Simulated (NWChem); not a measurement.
Everything below was run with NWChem. System: propyne (C₃H₄), charge 0, spin multiplicity 1, at a geometry optimised with PBE0/def2-SVP. Level: PBE/def2-TZVP.

Input file:

```
start mol
memory heap 200 mb stack 900 mb global 1100 mb
geometry units angstroms nocenter noautoz
  C      1.223398    -0.195974     0.000000
  C     -0.211608     0.035339     0.000000
  C     -1.407417     0.225249     0.000000
  H      1.449142    -1.273660     0.000000
  H      1.696606     0.247574     0.889750
  H      1.696606     0.247574    -0.889750
  H     -2.468594     0.390825     0.000000
  symmetry group Cs
end
basis spherical
  * library def2-tzvp
end
dft
  xc xpbe96 cpbe96
  semidirect memsize 60000000 filesize 0
  iterations 100
end
task dft energy
```

NWChem printed:

```
             Northwest Computational Chemistry Package (NWChem) 7.3.0
             --------------------------------------------------------

                                NWChem Input Module
                                -------------------

 Scaling coordinates for geometry "geometry" by  1.889725989
 (inverse scale =  0.529177249)

 Turning off AUTOSYM since
 SYMMETRY directive was detected!

                             Geometry "geometry" -> ""
                             -------------------------

 Output coordinates in angstroms (scale by  1.889725989 to convert to a.u.)

  No.       Tag          Charge          X              Y              Z
 ---- ---------------- ---------- -------------- -------------- --------------
    1 C                    6.0000     1.22339800    -0.19597400     0.00000000
    2 C                    6.0000    -0.21160800     0.03533900     0.00000000
    3 C                    6.0000    -1.40741700     0.22524900     0.00000000
    4 H                    1.0000     1.44914200    -1.27366000     0.00000000
    5 H                    1.0000     1.69660600     0.24757400     0.88975000
    6 H                    1.0000     1.69660600     0.24757400    -0.88975000
    7 H                    1.0000    -2.46859400     0.39082500     0.00000000

 Effective nuclear repulsion energy (a.u.)      58.5542181740

            Nuclear Dipole moment (a.u.)
            ----------------------------
        X                 Y               Z
 ---------------- ---------------- ----------------
    -0.0000037795    -0.0000056692     0.0000000000

      Symmetry information
      --------------------

 Group name             Cs
 Group number              2
 Group order               2
 No. of unique centers     6

      Symmetry unique atoms

     1    2    3    4    5    7


 Summary of "ao basis" -> "" (spherical)
 ------------------------------------------------------------------------------
       Tag                 Description            Shells   Functions and Types
 ---------------- ------------------------------  ------  ---------------------
 *                         def2-tzvp                  on all atoms

  pbe96 is a nonlocal functional; adding pw91lda local functional.

                                 NWChem DFT Module
                                 -----------------

 Summary of "ao basis" -> "ao basis" (spherical)
 ------------------------------------------------------------------------------
       Tag                 Description            Shells   Functions and Types
 ---------------- ------------------------------  ------  ---------------------
 C                         def2-tzvp                11       31   5s3p2d1f
 H                         def2-tzvp                 4        6   3s1p

 Summary of "ao basis" -> "ao basis" (spherical)
 ------------------------------------------------------------------------------
       Tag                 Description            Shells   Functions and Types
 ---------------- ------------------------------  ------  ---------------------
 C                         def2-tzvp                11       31   5s3p2d1f
 H                         def2-tzvp                 4        6   3s1p

      Symmetry analysis of basis
      --------------------------

        a'         79
        a"         38

            General Information
            -------------------
          SCF calculation type: DFT
          Wavefunction type:  closed shell.
          No. of atoms     :     7
          No. of electrons :    22
           Alpha electrons :    11
            Beta electrons :    11
          Charge           :     0
          Spin multiplicity:     1
          Use of symmetry is: on ; symmetry adaption is: on
          Maximum number of iterations: 100
          AO basis - number of functions:   117
                     number of shells:    49
          Convergence on energy requested:  1.00D-06
          Convergence on density requested:  1.00D-05
          Convergence on gradient requested:  5.00D-04

              XC Information
              --------------
          PerdewBurkeErnzerhof Exchange Functional  1.000
            Perdew 1991 LDA Correlation Functional  1.000 local
           PerdewBurkeErnz. Correlation Functional  1.000 non-local

             Grid Information
             ----------------
          Grid used for XC integration:  medium
          Radial quadrature: Mura-Knowles
          Angular quadrature: Lebedev.
          Tag              B.-S. Rad. Rad. Pts. Rad. Cut. Ang. Pts.
          ---              ---------- --------- --------- ---------
          C                   0.70       49          11.0       434
          H                   0.35       45          11.0       434
          Grid pruning is: on
          Number of quadrature shells:   282
          Spatial weights used:  Erf1

          Convergence Information
          -----------------------
          Convergence aids based upon iterative change in
          total energy or number of iterations.
          Levelshifting, if invoked, occurs when the
          HOMO/LUMO gap drops below (HL_TOL):  1.00D-02
          DIIS, if invoked, will attempt to extrapolate
          using up to (NFOCK): 10 stored Fock matrices.

                    Damping( 0%)  Levelshifting(0.5)       DIIS
                  --------------- ------------------- ---------------
          dE  on:    start            ASAP                start
          dE off:    2 iters        100 iters           100 iters

      Screening Tolerance Information
      -------------------------------
          Density screening/tol_rho:  1.00D-10
          AO Gaussian exp screening on grid/accAOfunc:  14
          CD Gaussian exp screening on grid/accCDfunc:  20
          XC Gaussian exp screening on grid/accXCfunc:  20
          Schwarz screening/accCoul:  1.00D-08

      Superposition of Atomic Density Guess
      -------------------------------------

 Sum of atomic energies:        -115.01322141

      Non-variational initial energy
      ------------------------------

 Total energy =    -116.667903
 1-e energy   =    -268.250956
 2-e energy   =      93.028835
 HOMO         =      -0.334502
 LUMO         =      -0.334430

 !!!!!!!!!!!!!!!!!!!!!!!!!!!!!!!!!!!!!!!!!!!!!!!!!!!!!!!!!!!!!!!!!!!!!!
 Warning - the HOMO and LUMO are degenerate and you are using symmetry.
 This can lead to non-variational energies and poor convergence.
 Modify the initial guess, or use an open-shell wavefunction, or turn
 off symmetry.
 !!!!!!!!!!!!!!!!!!!!!!!!!!!!!!!!!!!!!!!!!!!!!!!!!!!!!!!!!!!!!!!!!!!!!!

      Symmetry analysis of molecular orbitals - initial
      -------------------------------------------------

  Numbering of irreducible representations:

     1 a'          2 a"

  Orbital symmetries:

     1 a'          2 a'          3 a'          4 a'          5 a'
     6 a'          7 a'          8 a'          9 a"         10 a'
    11 a"         12 a'         13 a'         14 a"         15 a'
    16 a'         17 a'         18 a"         19 a'         20 a'
    21 a"

------------------------------------------------------------
EAF file 0: "./mol.aoints.0" size=524288 bytes
------------------------------------------------------------
               write      read    awrite     aread      wait
               -----      ----    ------     -----      ----
     calls:        1         0         0         0         0
   data(b): 5.24e+05  0.00e+00  0.00e+00  0.00e+00
   time(s): 0.00e+00  0.00e+00  0.00e+00  0.00e+00  0.00e+00
rate(mb/s): 0.00e+00  0.00e+00
------------------------------------------------------------

 Grid integrated density:      21.999935088699
 Requested integration accuracy:   0.10E-05

   convergence    iter        energy       DeltaE   RMS-Dens  Diis-err    time
 ---------------- ----- ----------------- --------- --------- ---------  ------
 d= 0,ls=0.0,diis     1   -111.8788475232 -1.70D+02  6.65D+02  1.88D+01     2.2
 d= 0,ls=0.0,diis     2   -116.1621752306 -4.28D+00  1.71D-02  2.66D+00     2.7
 d= 0,ls=0.0,diis     3   -116.1198610569  4.23D-02  1.16D-02  2.78D+00     3.1
 d= 0,ls=0.0,diis     4   -116.5307314879 -4.11D-01  1.59D-03  2.61D-02     3.6
 d= 0,ls=0.0,diis     5   -116.5224311858  8.30D-03  1.10D-03  9.21D-02     4.0
  Resetting Diis
 d= 0,ls=0.0,diis     6   -116.5339241953 -1.15D-02  2.53D-04  4.07D-03     4.5
 d= 0,ls=0.0,diis     7   -116.5343999998 -4.76D-04  9.79D-05  4.97D-05     4.9
 d= 0,ls=0.0,diis     8   -116.5343687608  3.12D-05  6.78D-05  2.95D-04     5.3
 d= 0,ls=0.0,diis     9   -116.5344046110 -3.59D-05  1.77D-05  1.83D-05     5.7
 d= 0,ls=0.0,diis    10   -116.5344068089 -2.20D-06  3.30D-06  3.66D-07     6.1
 d= 0,ls=0.0,diis    11   -116.5344068614 -5.26D-08  6.01D-07  6.79D-09     6.4

         Total DFT energy =     -116.534406861442
      One electron energy =     -271.355609443292
           Coulomb energy =      113.786384464872
    Exchange-Corr. energy =      -17.519400056974
 Nuclear repulsion energy =       58.554218173954

 Numeric. integr. density =       21.999997603741

     Total iterative time =      6.0s

                  Occupations of the irreducible representations
                  ----------------------------------------------

                     irrep           alpha         beta
                     --------     --------     --------
                     a'                9.0          9.0
                     a"                2.0          2.0

                       DFT Final Molecular Orbital Analysis
                       ------------------------------------

 Vector    9  Occ=2.000000D+00  E=-3.878960D-01  Symmetry=a"
              MO Center=  1.2D+00,  1.0D-03,  6.5D-12, r^2= 1.5D+00
   Bfn.  Coefficient  Atom+Function         Bfn.  Coefficient  Atom+Function
  ----- ------------  ---------------      ----- ------------  ---------------
     8      0.320551  1 C  pz                11      0.231879  1 C  pz
   101      0.191246  5 H  s                107     -0.191246  6 H  s
   100      0.136158  5 H  s                106     -0.136158  6 H  s
    39      0.120368  2 C  pz                14      0.109961  1 C  pz
    42      0.100936  2 C  pz               102      0.070432  5 H  s

 Vector   10  Occ=2.000000D+00  E=-2.371830D-01  Symmetry=a"
              MO Center= -6.5D-01,  1.4D-01, -4.5D-12, r^2= 1.9D+00
   Bfn.  Coefficient  Atom+Function         Bfn.  Coefficient  Atom+Function
  ----- ------------  ---------------      ----- ------------  ---------------
    70      0.311661  3 C  pz                39      0.288098  2 C  pz
    73      0.242692  3 C  pz                42      0.240599  2 C  pz
    76      0.158387  3 C  pz                45      0.126188  2 C  pz
   101     -0.096087  5 H  s                107      0.096087  6 H  s
     8     -0.091400  1 C  pz               102     -0.079578  5 H  s

 Vector   11  Occ=2.000000D+00  E=-2.371580D-01  Symmetry=a'
              MO Center= -6.6D-01,  7.6D-02,  4.4D-12, r^2= 1.9D+00
   Bfn.  Coefficient  Atom+Function         Bfn.  Coefficient  Atom+Function
  ----- ------------  ---------------      ----- ------------  ---------------
    69      0.307934  3 C  py                38      0.284430  2 C  py
    72      0.239580  3 C  py                41      0.237321  2 C  py
    75      0.156781  3 C  py                44      0.124884  2 C  py
    95      0.110990  4 H  s                 96      0.091710  4 H  s
     7     -0.090308  1 C  py                94      0.067740  4 H  s

 Vector   12  Occ=0.000000D+00  E= 6.666194D-03  Symmetry=a"
              MO Center= -4.7D-01,  1.5D-01, -9.3D-13, r^2= 3.5D+00
   Bfn.  Coefficient  Atom+Function         Bfn.  Coefficient  Atom+Function
  ----- ------------  ---------------      ----- ------------  ---------------
    76      0.662932  3 C  pz                45     -0.593838  2 C  pz
   102      0.581655  5 H  s                108     -0.581655  6 H  s
    39     -0.306806  2 C  pz                70      0.280354  3 C  pz
    42     -0.253488  2 C  pz                73      0.216322  3 C  pz
    14     -0.209548  1 C  pz               101      0.080783  5 H  s

 Vector   13  Occ=0.000000D+00  E= 6.690768D-03  Symmetry=a'
              MO Center= -4.9D-01, -1.2D-03,  9.3D-13, r^2= 3.5D+00
   Bfn.  Coefficient  Atom+Function         Bfn.  Coefficient  Atom+Function
  ----- ------------  ---------------      ----- ------------  ---------------
    96     -0.683332  4 H  s                 75      0.660123  3 C  py
    44     -0.580285  2 C  py               102      0.324857  5 H  s
   108      0.324857  6 H  s                 38     -0.303023  2 C  py
    69      0.276858  3 C  py                41     -0.250826  2 C  py
    72      0.213160  3 C  py                13     -0.205884  1 C  py

 Vector   14  Occ=0.000000D+00  E= 2.375808D-02  Symmetry=a'
              MO Center=  1.5D+00, -2.4D-01, -1.8D-14, r^2= 5.5D+00
   Bfn.  Coefficient  Atom+Function         Bfn.  Coefficient  Atom+Function
  ----- ------------  ---------------      ----- ------------  ---------------
     5      6.889263  1 C  s                 43     -2.364370  2 C  px
    67     -2.048564  3 C  s                102     -1.777803  5 H  s
   108     -1.777803  6 H  s                 96     -1.768472  4 H  s
    36     -1.300481  2 C  s                 74     -0.665977  3 C  px
    12     -0.605877  1 C  px                44      0.382592  2 C  py

 center of mass
 --------------
 x =  -0.11117956 y =   0.01815774 z =   0.00000000

 moments of inertia (a.u.)
 ------------------
          16.387945386801          31.190524262505           0.000000000000
          31.190524262505         206.353423907419           0.000000000000
           0.000000000000           0.000000000000         211.344678029344

     Multipole analysis of the density
     ---------------------------------

     L   x y z        total         alpha         beta         nuclear
     -   - - -        -----         -----         ----         -------
     0   0 0 0     -0.000000    -11.000000    -11.000000     22.000000

     1   1 0 0      0.333472      0.166738      0.166738     -0.000004
     1   0 1 0     -0.056036     -0.028015     -0.028015     -0.000006
     1   0 0 1      0.000000      0.000000      0.000000      0.000000

     2   2 0 0    -10.570611    -67.930223    -67.930223    125.289835
     2   1 1 0     -0.646268      9.240070      9.240070    -19.126407
     2   1 0 1      0.000000      0.000000      0.000000      0.000000
     2   0 2 0    -14.578111    -11.645558    -11.645558      8.713005
     2   0 1 1      0.000000      0.000000      0.000000      0.000000
     2   0 0 2    -14.680157    -10.167130    -10.167130      5.654102

 Task  times  cpu:        6.4s     wall:        6.4s

 Total times  cpu:        6.4s     wall:        6.4s
```
